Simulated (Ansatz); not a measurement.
# BHO (singlet): from Hartree-Fock to the top rungs at distance B1–O2 = 1.768 Å, 6-31G

How much of the correlation energy of BHO (singlet) does each wave-function method recover here?

Method: 6-31G, core rule «outside noble gas», up to 2 orbitals frozen; program: Ansatz 0.2.0, Gaussian basis.

To be run: UHF; CCSD(T) on RHF; BCCD(T) on RHF; CISD; CCSDT(Q) on RHF; CISDTQ; CCSDTQ on RHF; CASSCF and MRCISD+Q, 2 electrons in 2 orbitals; CASSCF and NEVPT2, 2 electrons in 2 orbitals; Full CI.

24 further runs of the same task are left out: 8 for a known fault of the program, 12 that didn't finish, 4 set aside as unsound or not needed.

### Step 1. What is computed

The geometry derives from a PBE0/def2-TZVP stationary point (not a proven minimum). One bond is set to the value named and the two fragments are kept rigid.

3 atoms, charge 0, spin multiplicity 1.

Atoms are counted from 1 here; the program's logs count them from 0.

Bond lengths: O2–H3 0.952 Å.

In the tables R marks a restricted determinant and U an unrestricted one; 'pair' is the active space of 2 electrons in 2 orbitals; energies count from the table's Hartree-Fock row.

### Step 2. UHF

The input, in.yaml:

```yaml
crystal:
  periodic: [false, false, false]
  atoms:
    - {symbol: B, position_ang: [0.000000, 0.000000, 1.496078]}
    - {symbol: O, position_ang: [0.000000, 0.000000, -0.271922]}
    - {symbol: H, position_ang: [0.000000, 0.000000, -1.224157]}
basis:
  gaussian: {orbitals: 6-31G}
magnetization: {spin_polarized: true, initial_magnetization: 0}
hamiltonian: {xc: hf}
output: {orbitals: {seedname: orbitals}}
```

Command:

```console
$ ansatz run in.yaml --threads 1 --pin off --events-out ev --progress --plain --max-ram 2393MiB
```

Standard output:

```text
Functional definition: HF
  name "HF"
  cite "Fock, Z. Phys. 61, 126 (1930) doi:10.1007/BF01340294"
  parent pbe
  exchange = exact_x
  correlation = 0
233 factors; integrals over basis functions are off by at most 3.2e-4 eV
mean field evaluation 1: about -2717.0633 eV, gradient 2.7e1 eV
mean field evaluation 2: about -2717.0653 eV, gradient 2.7e1 eV
mean field evaluation 4: about -2720.1988 eV, gradient 1.3e0 eV
mean field evaluation 8: about -2720.2234 eV, gradient 4.3e-4 eV
mean field evaluation 16: about -2720.1399 eV, gradient 8.9e-1 eV
mean field evaluation 32: about -2719.2012 eV, gradient 4.7e0 eV
mean field -2720.22344573 eV, -99.9663677968 hartree, gradient 1.4e-5 eV, S^2 0.000000; 0 other end points of the search recorded, 0 dependent functions left out
reference -2720.22344573 eV, -99.9663677968 hartree; 7, 7 occupied and 13, 13 virtual orbitals, 233 factors
Total energy: -2720.22344573 eV, -99.9663677968 hartree
```

Wall time 0.15 s (1 thread of Arm Neoverse V1, shared host).

From the report: ⟨S²⟩ of the determinant 0.000 (pure singlet: 0.00).

The unrestricted search falls back on the restricted solution.

### Step 3. CCSD(T) on RHF

Changes to in.yaml since step 2:

```diff
@@ -8,4 +8,4 @@
   gaussian: {orbitals: 6-31G}
-magnetization: {spin_polarized: true, initial_magnetization: 0}
-hamiltonian: {xc: hf}
-output: {orbitals: {seedname: orbitals}}
+magnetization: {spin_polarized: false}
+correlation: {method: ccsd_t, electrons: outside_noble_gas}
+output: {forces: true}
```

Launched as before.

Standard output (excerpt; [...] marks lines left out):

```text
Functional definition: HF
  name "HF"
  cite "Fock, Z. Phys. 61, 126 (1930) doi:10.1007/BF01340294"
  parent pbe
[...]
233 factors; integrals over basis functions are off by at most 3.2e-4 eV
[...]
mean field -2720.22344573 eV, -99.9663677968 hartree, gradient 4.5e-6 eV, S^2 0.000000; 0 other end points of the search recorded, 0 dependent functions left out
2 core orbitals not correlated: weight in the atoms' cores, before any rotation towards them, 1.000 or more for the frozen orbitals, at most 0.000 for the correlated occupied ones
reference -2720.22344573 eV, -99.9663677968 hartree; 5, 5 occupied and 13, 13 virtual orbitals, 233 factors
second order -4.76045978 eV of doubles, -0.00000000 eV of singles
cycle   1  -4.75276541 eV  change    7.7e-3 eV  update   1.3e-1
[...]
cycle  11  -5.24508437 eV  change   -2.6e-6 eV  update   2.5e-6
perturbative correction -0.18851126 eV, -0.0069276609 hartree
[...]
Total energy: -2725.65704135 eV, -100.1660487530 hartree
Atom 0 at     0.000000     0.000000     1.496078 Å, force     0.000000    -0.000000    -5.800867 eV/Å
Atom 1 at     0.000000     0.000000    -0.271922 Å, force    -0.000000    -0.000000     6.803081 eV/Å
Atom 2 at     0.000000     0.000000    -1.224157 Å, force     0.000000     0.000000    -1.002214 eV/Å
Dipole moment:     0.000000     0.000000    -0.118077 e Å
```

It took 0.28 s on 1 thread of Arm Neoverse V1, shared host.

From the report: correlation -5.4336 eV; T1 0.035; largest double amplitude 0.13.

### Step 4. BCCD(T) on RHF

Changes to in.yaml since step 3:

```diff
@@ -9,3 +9,2 @@
 magnetization: {spin_polarized: false}
-correlation: {method: ccsd_t, electrons: outside_noble_gas}
-output: {forces: true}
+correlation: {method: bccd_t, electrons: outside_noble_gas}
```

The command is unchanged.

Standard output (excerpt; [...] marks lines left out):

```text
Functional definition: HF
  name "HF"
  cite "Fock, Z. Phys. 61, 126 (1930) doi:10.1007/BF01340294"
  parent pbe
[...]
233 factors; integrals over basis functions are off by at most 3.2e-4 eV
[...]
mean field -2720.22344573 eV, -99.9663677968 hartree, gradient 4.5e-6 eV, S^2 0.000000; 0 other end points of the search recorded, 0 dependent functions left out
2 core orbitals not correlated: weight in the atoms' cores, before any rotation towards them, 1.000 or more for the frozen orbitals, at most 0.000 for the correlated occupied ones
reference -2720.22344573 eV, -99.9663677968 hartree; 5, 5 occupied and 13, 13 virtual orbitals, 233 factors
second order -4.76045978 eV of doubles, -0.00000000 eV of singles
cycle   1  -4.71988868 eV  change    4.1e-2 eV  update   1.3e-1
[...]
cycle  11  -5.19024976 eV  change   -6.9e-8 eV  update   2.9e-6
perturbative correction -0.25901080 eV, -0.0095184714 hartree
Total energy: -2725.67270629 eV, -100.1666244287 hartree
```

It took 0.28 s on 1 thread of Arm Neoverse V1, shared host.

From the report: correlation -5.4493 eV; largest double amplitude 0.13.

### Step 5. CISD

Changes to in.yaml since step 4:

```diff
@@ -8,3 +8,2 @@
   gaussian: {orbitals: 6-31G}
-magnetization: {spin_polarized: false}
-correlation: {method: bccd_t, electrons: outside_noble_gas}
+correlation: {active_space: {ras: {orbitals: [5, 0, 13], electrons: 10, max_holes: 2, max_particles: 2}, fixed_orbitals: true}}
```

Launched as before.

Standard output:

```text
Functional definition: HF
  name "HF"
  cite "Fock, Z. Phys. 61, 126 (1930) doi:10.1007/BF01340294"
  parent pbe
  exchange = exact_x
  correlation = 0
233 factors; integrals over basis functions are off by at most 3.2e-4 eV
mean field evaluation 1: about -2717.0633 eV, gradient 3.8e1 eV
mean field evaluation 2: about -2717.0653 eV, gradient 3.8e1 eV
mean field evaluation 4: about -2720.1988 eV, gradient 1.9e0 eV
mean field evaluation 8: about -2720.2234 eV, gradient 5.9e-4 eV
mean field -2720.22344573 eV, -99.9663677968 hartree, gradient 4.5e-6 eV, S^2 0.000000; 0 other end points of the search recorded, 0 dependent functions left out
reference -2720.22344573 eV, -99.9663677968 hartree; 7, 7 occupied and 13, 13 virtual orbitals, 233 factors
state -2725.06854920 eV, -100.1444220654 hartree
Total energy: -2725.06854920 eV, -100.1444220654 hartree
```

Wall time 0.51 s (1 thread of Arm Neoverse V1, shared host).

From the report: 1,764 determinants.

### Step 6. CCSDT(Q) on RHF

Changes to in.yaml since step 5:

```diff
@@ -8,2 +8,3 @@
   gaussian: {orbitals: 6-31G}
-correlation: {active_space: {ras: {orbitals: [5, 0, 13], electrons: 10, max_holes: 2, max_particles: 2}, fixed_orbitals: true}}
+magnetization: {spin_polarized: false}
+correlation: {method: ccsdt_q, electrons: outside_noble_gas}
```

Launched as before.

Standard output (excerpt; [...] marks lines left out):

```text
Functional definition: HF
  name "HF"
  cite "Fock, Z. Phys. 61, 126 (1930) doi:10.1007/BF01340294"
  parent pbe
[...]
388 factors; integrals over basis functions are off by at most 1.0e-7 eV
[...]
mean field -2720.22345670 eV, -99.9663682002 hartree, gradient 4.5e-6 eV, S^2 0.000000; 0 other end points of the search recorded, 0 dependent functions left out
2 core orbitals not correlated: weight in the atoms' cores, before any rotation towards them, 1.000 or more for the frozen orbitals, at most 0.000 for the correlated occupied ones
reference -2720.22345670 eV, -99.9663682002 hartree; 5, 5 occupied and 13, 13 virtual orbitals, 388 factors
second order -4.76054515 eV of doubles, -0.00000000 eV of singles
cycle   1  -4.75282444 eV  change    7.7e-3 eV  update   1.4e-1
[...]
cycle  17  -5.44843423 eV  change   -3.2e-7 eV  update   4.7e-7
perturbative correction -0.04375598 eV, -0.0016080026 hartree
Total energy: -2725.71564692 eV, -100.1682024677 hartree
```

Wall time 0.85 s (1 thread of Arm Neoverse V1, shared host).

From the report: correlation -5.4922 eV; T1 0.036; largest double amplitude 0.13.

### Step 7. CISDTQ

Changes to in.yaml since step 6:

```diff
@@ -8,3 +8,2 @@
   gaussian: {orbitals: 6-31G}
-magnetization: {spin_polarized: false}
-correlation: {method: ccsdt_q, electrons: outside_noble_gas}
+correlation: {active_space: {ras: {orbitals: [5, 0, 13], electrons: 10, max_holes: 4, max_particles: 4}, fixed_orbitals: true}}
```

The command is unchanged.

Standard output:

```text
Functional definition: HF
  name "HF"
  cite "Fock, Z. Phys. 61, 126 (1930) doi:10.1007/BF01340294"
  parent pbe
  exchange = exact_x
  correlation = 0
233 factors; integrals over basis functions are off by at most 3.2e-4 eV
mean field evaluation 1: about -2717.0633 eV, gradient 3.8e1 eV
mean field evaluation 2: about -2717.0653 eV, gradient 3.8e1 eV
mean field evaluation 4: about -2720.1988 eV, gradient 1.9e0 eV
mean field evaluation 8: about -2720.2234 eV, gradient 5.9e-4 eV
mean field -2720.22344573 eV, -99.9663677968 hartree, gradient 4.5e-6 eV, S^2 0.000000; 0 other end points of the search recorded, 0 dependent functions left out
reference -2720.22344573 eV, -99.9663677968 hartree; 7, 7 occupied and 13, 13 virtual orbitals, 233 factors
state -2725.65939015 eV, -100.1661350699 hartree
Total energy: -2725.65939015 eV, -100.1661350699 hartree
```

It took 2.7 s on 1 thread of Arm Neoverse V1, shared host.

From the report: 276,306 determinants.

### Step 8. CCSDTQ on RHF

Changes to in.yaml since step 7:

```diff
@@ -8,2 +8,3 @@
   gaussian: {orbitals: 6-31G}
-correlation: {active_space: {ras: {orbitals: [5, 0, 13], electrons: 10, max_holes: 4, max_particles: 4}, fixed_orbitals: true}}
+magnetization: {spin_polarized: false}
+correlation: {method: ccsdtq, electrons: outside_noble_gas}
```

Launched as before.

Standard output (excerpt; [...] marks lines left out):

```text
Functional definition: HF
  name "HF"
  cite "Fock, Z. Phys. 61, 126 (1930) doi:10.1007/BF01340294"
  parent pbe
[...]
388 factors; integrals over basis functions are off by at most 1.0e-7 eV
[...]
mean field -2720.22345670 eV, -99.9663682002 hartree, gradient 4.5e-6 eV, S^2 0.000000; 0 other end points of the search recorded, 0 dependent functions left out
2 core orbitals not correlated: weight in the atoms' cores, before any rotation towards them, 1.000 or more for the frozen orbitals, at most 0.000 for the correlated occupied ones
reference -2720.22345670 eV, -99.9663682002 hartree; 5, 5 occupied and 13, 13 virtual orbitals, 388 factors
second order -4.76054515 eV of doubles, -0.00000000 eV of singles
cycle   1  -4.75282418 eV  change    7.7e-3 eV  update   1.4e-1
[...]
cycle  20  -5.47855541 eV  change   -3.8e-7 eV  update   3.6e-7
Total energy: -2725.70201211 eV, -100.1677013979 hartree
```

It took 9.5 s on 1 thread of Arm Neoverse V1, shared host.

From the report: correlation -5.4786 eV; T1 0.035; largest double amplitude 0.13.

### Step 9. CASSCF and MRCISD+Q, 2 electrons in 2 orbitals

Changes to in.yaml since step 8:

```diff
@@ -8,3 +8,2 @@
   gaussian: {orbitals: 6-31G}
-magnetization: {spin_polarized: false}
-correlation: {method: ccsdtq, electrons: outside_noble_gas}
+correlation: {method: fic_mrcisd_q, electrons: outside_noble_gas, active_space: {window: {electrons: 2, orbitals: 2}}}
```

The command is unchanged.

Standard output (excerpt; [...] marks lines left out):

```text
Functional definition: HF
  name "HF"
  cite "Fock, Z. Phys. 61, 126 (1930) doi:10.1007/BF01340294"
  parent pbe
[...]
233 factors; integrals over basis functions are off by at most 3.2e-4 eV
[...]
mean field -2720.22344573 eV, -99.9663677968 hartree, gradient 4.5e-6 eV, S^2 0.000000; 0 other end points of the search recorded, 0 dependent functions left out
reference -2720.22344573 eV, -99.9663677968 hartree; 7, 7 occupied and 13, 13 virtual orbitals, 233 factors
state -2720.73040065 eV, -99.9849980467 hartree
contracted CI cycle   1: correlation 0.00000000 eV, 0.0000000000 hartree, residual 1.82e1 eV
contracted CI cycle   2: correlation -3.98157896 eV, -0.1463203279 hartree, residual 4.19e0 eV
contracted CI cycle   3: correlation -4.35447194 eV, -0.1600238924 hartree, residual 1.82e0 eV
contracted CI cycle   4: correlation -4.41349959 eV, -0.1621931182 hartree, residual 5.98e-1 eV
[...]
contracted CI cycle   4: correlation -4.44920603 eV, -0.1635053059 hartree, residual 7.12e-1 eV
contracted CI cycle   5: correlation -4.46149678 eV, -0.1639569827 hartree, residual 2.96e-1 eV
contracted CI cycle   6: correlation -4.46313144 eV, -0.1640170551 hartree, residual 1.03e-1 eV
contracted CI cycle   7: correlation -4.46336654 eV, -0.1640256951 hartree, residual 3.87e-2 eV
contracted CI cycle   8: correlation -4.46340000 eV, -0.1640269246 hartree, residual 1.48e-2 eV
contracted CI cycle   9: correlation -4.46340617 eV, -0.1640271514 hartree, residual 6.41e-3 eV
contracted CI cycle  10: correlation -4.46340714 eV, -0.1640271870 hartree, residual 2.59e-3 eV
contracted CI cycle  11: correlation -4.46340729 eV, -0.1640271925 hartree, residual 8.60e-4 eV
state -2720.70599464 eV, -99.9841011421 hartree; corrected -2725.56552966 eV, -100.1626857602 hartree
state -2720.73040065 eV, -99.9849980467 hartree; corrected -2725.60521125 eV, -100.1641440320 hartree
[...]
Total energy: -2725.60521125 eV, -100.1641440320 hartree
```

Run time: 0.67 s. Hardware: 1 thread of Arm Neoverse V1, shared host.

From the report: 4 determinants; active occupations 1.98, 0.02.

### Step 10. CASSCF and NEVPT2, 2 electrons in 2 orbitals

Changes to in.yaml since step 9:

```diff
@@ -8,2 +8,2 @@
   gaussian: {orbitals: 6-31G}
-correlation: {method: fic_mrcisd_q, electrons: outside_noble_gas, active_space: {window: {electrons: 2, orbitals: 2}}}
+correlation: {method: sc_nevpt2, electrons: outside_noble_gas, active_space: {window: {electrons: 2, orbitals: 2}}}
```

The command is unchanged.

Standard output (excerpt; [...] marks lines left out):

```text
Functional definition: HF
  name "HF"
  cite "Fock, Z. Phys. 61, 126 (1930) doi:10.1007/BF01340294"
  parent pbe
[...]
233 factors; integrals over basis functions are off by at most 3.2e-4 eV
[...]
mean field -2720.22344573 eV, -99.9663677968 hartree, gradient 4.5e-6 eV, S^2 0.000000; 0 other end points of the search recorded, 0 dependent functions left out
reference -2720.22344573 eV, -99.9663677968 hartree; 7, 7 occupied and 13, 13 virtual orbitals, 233 factors
state -2720.73040065 eV, -99.9849980467 hartree
state -2720.73040065 eV, -99.9849980467 hartree; corrected -2724.97756205 eV, -100.1410783491 hartree
state -2720.70599464 eV, -99.9841011421 hartree
state -2720.70599464 eV, -99.9841011421 hartree; corrected -2725.02140455 eV, -100.1426895313 hartree
state -2720.70599464 eV, -99.9841011421 hartree; corrected -2725.02140455 eV, -100.1426895313 hartree
WARN: the results are in doubt because another end's mean lies 0.024 eV lower, and its corrected mean 0.044 eV higher
Total energy: -2725.02140455 eV, -100.1426895313 hartree
In doubt: another end's mean lies 0.024 eV lower, and its corrected mean 0.044 eV higher
```

Wall time 0.33 s (1 thread of Arm Neoverse V1, shared host).

From the report: 2 determinants; active occupations 1.93, 0.07. The program marks this result as in doubt; its last lines say why.

### Step 11. Full CI

Changes to in.yaml since step 10:

```diff
@@ -8,2 +8,2 @@
   gaussian: {orbitals: 6-31G}
-correlation: {method: sc_nevpt2, electrons: outside_noble_gas, active_space: {window: {electrons: 2, orbitals: 2}}}
+correlation: {method: fci, electrons: outside_noble_gas}
```

The command is unchanged.

Standard output:

```text
Functional definition: HF
  name "HF"
  cite "Fock, Z. Phys. 61, 126 (1930) doi:10.1007/BF01340294"
  parent pbe
  exchange = exact_x
  correlation = 0
388 factors; integrals over basis functions are off by at most 1.0e-7 eV
mean field evaluation 1: about -2717.0633 eV, gradient 3.8e1 eV
mean field evaluation 2: about -2717.0653 eV, gradient 3.8e1 eV
mean field evaluation 4: about -2720.1988 eV, gradient 1.9e0 eV
mean field evaluation 8: about -2720.2235 eV, gradient 5.8e-4 eV
mean field -2720.22345670 eV, -99.9663682002 hartree, gradient 4.5e-6 eV, S^2 0.000000; 0 other end points of the search recorded, 0 dependent functions left out
2 core orbitals not correlated: weight in the atoms' cores, before any rotation towards them, 1.000 or more for the frozen orbitals, at most 0.000 for the correlated occupied ones
reference -2720.22345670 eV, -99.9663682002 hartree; 5, 5 occupied and 13, 13 virtual orbitals, 388 factors
state -2725.69915248 eV, -100.1675963083 hartree
Total energy: -2725.69915248 eV, -100.1675963083 hartree
```

Run time: 2 min. Hardware: 1 thread of Arm Neoverse V1, shared host; peak memory 1.2 GiB.

From the report: 18,367,552 determinants, symmetry A1.

### Step 12. How many determinants matter

Natural occupations of the FCI state about the gap (report; correlated orbitals 1 to 10): 1.984, 1.960, 1.954, 1.954, 1.879, 0.077, 0.077, 0.043, 0.025, 0.015. The count of effectively unpaired electrons, Σ n²(2 − n)², is 0.13; a single determinant of this spin has 0.

### Step 13. All levels against the top one

The yardstick is full CI for this spin, exact in this basis with these frozen cores. Rows without a time come out of other runs: HF, MP2 and CCSD of CCSD(T), CCSDT of CCSDT(Q), CASSCF and MRCISD of the multireference runs. The times of RCCSD(T) include forces.

Differences are taken before rounding.

| method | energy from the lowest RHF (kcal/mol) | from FCI (kcal/mol) | time |
| --- | --- | --- | --- |
| RHF | 0.00 | +126.27 |  |
| RMP2 | -109.78 | +16.49 |  |
| CISD | -111.73 | +14.54 | 0.51 s |
| RCCSD | -120.95 | +5.32 |  |
| RCCSD(T) | -125.30 | +0.97 | 0.28 s |
| BCCD(T) | -125.66 | +0.61 | 0.28 s |
| RCCSDT | -125.64 | +0.63 |  |
| CISDTQ | -125.36 | +0.92 | 2.7 s |
| RCCSDT(Q) | -126.65 | -0.38 | 0.85 s |
| RCCSDTQ | -126.34 | -0.07 | 9.5 s |
| CASSCF pair | -11.69 | +114.58 |  |
| MRCISD pair | -113.66 | +12.61 |  |
| MRCISD+Q pair | -124.11 | +2.17 | 0.67 s |
| FCI | -126.27 | 0 | 2 min |

Among the levels timed on like hardware and quicker than the yardstick, those that no quicker one beats, quickest first: BCCD(T) (0.28 s, +0.61 kcal/mol); RCCSDT(Q) (0.85 s, -0.38 kcal/mol); RCCSDTQ (9.5 s, -0.07 kcal/mol). Runs this short are mostly start-up, so their order is noise.

Not comparable, so not listed: CASSCF and NEVPT2, 2 electrons in 2 orbitals (they don't share determinant, frozen orbitals or solution with the rows shown, or repeat one).

### Step 14. Summary of results

| quantity | value |
| --- | --- |
| FCI below the RHF energy | -5.4757 eV |
| RMP2 from FCI | +16.49 kcal/mol |
| RCCSD from FCI | +5.32 kcal/mol |
| RCCSD(T) from FCI | +0.97 kcal/mol |
| RCCSDT(Q) from FCI | -0.38 kcal/mol |
| MRCISD+Q pair from FCI | +2.17 kcal/mol |
| levels within 1 kcal/mol (43 meV) | RCCSD(T), BCCD(T), RCCSDT, CISDTQ, RCCSDT(Q), RCCSDTQ |
| T1 diagnostic | 0.035 |
| effectively unpaired electrons | 0.13 |

**Reading.** RCCSD(T) lands +0.97 kcal/mol from the yardstick (0.8 % of the correlation energy). RCCSDT(Q), RCCSDTQ fall below full CI, which methods that aren't variational can do. One determinant dominates. These misses are within one basis, not against nature.
